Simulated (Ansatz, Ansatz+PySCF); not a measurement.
```xyz
4

C     0.0000    0.0000    0.0000
H     1.1041    0.0000    0.0000
H    -0.5520    0.9562    0.0000
H    -0.5520   -0.9562    0.0000
```

RHF-MP2 on singlet CH₃(+) was run in several spherical basis sets with Ansatz (development build ahead of 0.2.0). Frozen core: 1 orbital.

Task: Rank the basis sets by the total energy that they give, lowest first, with the distance from the lowest.
A. 6-31G(d)
B. cc-pVDZ
C. def2-SVP

Result: B (0.00 eV), A (0.50 eV), C (0.89 eV).

Totals follow the description of the cores as much as that of the bonds, so this order isn't one of quality for chemistry.
